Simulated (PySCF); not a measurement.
Compound: C3H5F2O (doublet state).
Cartesian coordinates in Å at the GFN2-xTB level; atoms count from 1:
```
atom  x, y, z in Å
C1    -1.3319   -0.1319   -0.3483
C2    -0.2874    0.6510    0.4379
O3     0.7733   -0.1814    0.8918
C4     1.5736   -0.7023   -0.0482
F5     2.0174    0.1522   -1.0023
F6     2.6172   -1.3494    0.4794
H7    -2.1534    0.5265   -0.6138
H8    -1.7138   -0.9540    0.2514
H9    -0.8927   -0.5349   -1.2580
H10   -0.7152    1.0596    1.3552
H11    0.1182    1.4671   -0.1710
```

The hyperfine couplings belong to this conformer and change with its torsions.

The species is `CCO[C](F)F` [radical].

Computed, not measured: UKS B3LYP, pcH-1 on C F H O, non-relativistic, mean-field spin-orbit, GIAO (PySCF). Geometry: GFN2-xTB, one conformer, isolated molecule. A GFN2-xTB geometry isn't a minimum of the functional, and hyperfine couplings can be far from their values at a DFT geometry. Stability of the SCF solution: not tested.

Question: Match the computed a_iso(13C) values +620.3, -1.1 MHz with the sites C1; C4.

Answer: 
| site | a_iso (MHz) | ρ(0) (bohr⁻³) | position | distance from C4 (Å) | spin population | largest \|T\| (MHz) |
| --- | --- | --- | --- | --- | --- | --- |
| C1 | -1.1 | -0.0010 | 3 bonds from C4 | 2.98 | +0.02 | 2.1 |
| C4 | +620.3 | +0.5517 | largest spin population | 0.00 | +0.79 | 136.2 |

Question: The isotropic 1H couplings, averaged over equivalent nuclei, are +3.4, 0.0 MHz. Assign them to H7/H8/H9; H10/H11.

Answer: 
```
    site  a_iso (MHz)  ρ(0) (bohr⁻³)            position  distance from C4 (Å)  bound to  spin population there  largest |T| (MHz)
H7/H8/H9          0.0         0.0000     4 bonds from C4                  3.34        C1                  +0.02                5.3
 H10/H11         +3.4        +0.0008  γ, 3 bonds from C4                  2.91        C2                  -0.01                5.9
```

ρ(0) is the spin density at the nucleus and T the dipolar tensor; entries for several nuclei are means. The largest Mulliken spin populations are on C4 (+0.79) and O3 (+0.10). C4 is the only atom above +0.15. The angles at C4 add up to 337.7°, so it is pyramidal.

Nuclei that the bonding pattern makes equivalent are averaged, as if the motion that swaps them (rotation, inversion, ring flip) were fast. The 19F value of +386.4 MHz is a mean of couplings from 336.9 to 435.8 MHz in this one geometry, not an average over conformers.

The run took 26 s (grids of density and orbitals included) on an Arm Neoverse V1 with one thread, no GPU, shared host with 32 logical CPUs at a one-minute load of 23, and the process peaked at 0.59 GiB of memory.
